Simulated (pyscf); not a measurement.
One four-centre exchange on the singlet surface with elements of a group swapped. ωB97M-D3(BJ)/def2-TZVP, kcal/mol, from the separated reactants. Single points on ωB97X-D3(BJ)/def2-SVP structures (PySCF, gas phase).

| step | barrier | reaction energy | imaginary mode (i cm⁻¹) |
|---|---|---|---|
| `[FH]` + `[NH2][SiH]([F])[F]` -> `[F][SiH]([F])[F]` + `[NH3]` | 5.3 | -19.9 | 713 |
| `[NH2][SiH]([Cl])[Cl]` + `[FH]` → `[NH3]` + `[F][SiH]([Cl])[Cl]` | 6.7 | -18.7 | 761 |
| `[ClH]` + `[NH2][SiH]([Cl])[Cl]` -> `[Cl][SiH]([Cl])[Cl]` + `[NH3]` | 6.5 | -6.7 | 332 |

Row 1: On the reactant side the descent ends in a complex, 7.6 kcal/mol under the separated species and 13.0 kcal/mol under the saddle at ωB97X-D3(BJ)/def2-TZVP. On the product side the descent ends in an adduct with a N–Si contact, 7.6 kcal/mol under the separated species and 32.1 kcal/mol under the saddle at ωB97X-D3(BJ)/def2-TZVP. Row 2: On the reactant side the descent ends in a bound adduct, 8.2 kcal/mol under the separated species and 14.8 kcal/mol under the saddle at ωB97X-D3(BJ)/def2-TZVP. On the product side the descent ends in an adduct with a N–Si contact (not fully relaxed), 6.7 kcal/mol under the separated species and 31.2 kcal/mol under the saddle at ωB97X-D3(BJ)/def2-TZVP. Row 3: On the reactant side the descent ends in a complex, 5.4 kcal/mol under the separated species and 10.6 kcal/mol under the saddle at ωB97X-D3(BJ)/def2-TZVP. On the product side the descent ends in an adduct with a N–Si contact (not fully relaxed), 5.9 kcal/mol under the separated species and 19.5 kcal/mol under the saddle at ωB97X-D3(BJ)/def2-TZVP. Each row is the saddle that its search found.
